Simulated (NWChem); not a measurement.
# ethylene (C2H4); SMILES C=C

```xyz
6

C      0.0000     0.6652     0.0000
C      0.0000    -0.6652     0.0000
H      0.9310     1.2406     0.0000
H     -0.9310     1.2406     0.0000
H     -0.9310    -1.2406     0.0000
H      0.9310    -1.2406     0.0000
```
Atoms are numbered in this order, from 1.

Results from NWChem. Pople sets run with spherical d functions. Geometry: optimised at PBE0/def2-SVP. Static field.

### Question
Estimate the computed values for BHandHLYP/6-31+G*. Quantities: isotropic polarisability (bohr³); anisotropy (bohr³).

### Answer
| Item | Result |
|---|---|
| isotropic polarisability (bohr³) | 24.3 |
| anisotropy (bohr³) | 16.0 |
